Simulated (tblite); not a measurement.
`[O]CS(=O)(=O)O` [radical] (doublet state). Computed geometry: GFN2-xTB, gas phase. This method treats the open shell by occupation alone, without spin polarisation.

```
atom  x, y, z in Å
O1    -0.7800   -1.4250   -0.1361
C2    -1.1177   -0.2084   -0.1339
S3     0.6857    0.6147    0.0919
O4     0.6946    1.2910    1.3478
O5     0.9674    1.3625   -1.0897
O6     1.5980   -0.6628    0.1569
H7    -1.4210    0.2633   -1.0801
H8    -1.6234    0.2039    0.7515
H9     1.0100   -1.4333    0.0664
```

Q: What is the longest distance between nuclei?

A: O1···O4 and O1···O5, 3.428 Å down to 3.425 Å.

Q: Work out the bond lengths C2–H8, S3=O5, S3–O6, O6–H9 in Å.

A: For C2–H8 the difference vector is (-0.5057, 0.4123, 0.8854) Å, of length 1.0998 Å. C2–H8 1.100; S3=O5 1.426; S3–O6 1.571; O6–H9 0.973 Å.

Q: What are the angles O1–C2–H7, O1–C2–S3, C2–S3–O4, O4–S3–O6, C2–S3–O6, S3–O6–H9?

A: From the scalar product of the two bond vectors; for O1–C2–H7 it is -0.6742 Å² over 1.2626 × 1.0999 Å², cos θ = -0.4855. O1–C2–H7 119.0°; O1–C2–S3 99.0°; C2–S3–O4 107.5°; O4–S3–O6 110.2°; C2–S3–O6 101.2°; S3–O6–H9 106.8°.

Q: Where is the centre of mass (commonest isotopes), and what is the radius of gyration?

A: Mass 110.975 u; centre at (0.416, 0.227, 0.050) Å; Rg = √(Σ m r²/M) = 1.487 Å. As Ia + Ib + Ic = 2 Σ m r², the three principal moments sum to 490.9 u·Å².

Q: How far apart are these pairs, which share no bond: O1···S3, C2···O6, S3···H7, O5···O6, O5···H7, O5···H8?

A: O1···S3 2.522 Å (2 bonds apart); C2···O6 2.769 Å (2 bonds apart); S3···H7 2.436 Å (2 bonds apart); O5···O6 2.460 Å (2 bonds apart); O5···H7 2.629 Å (3 bonds apart); O5···H8 3.383 Å (3 bonds apart).

Q: What is the repulsion energy of the bare nuclei, Σ ZA·ZB/RAB?

A: 353.13 Eh over 36 pairs, with full nuclear charges and distances in bohr; the largest single term is 47.49 Eh (S3 with O5, or a pair equal to it).

The point group is Cs within 0.08 Å; differences among equivalent distances and angles are scatter left by the optimiser. GFN2-xTB frequencies show an imaginary mode (93i cm⁻¹), so the point is no minimum at that level.

One conformer stands for the species.
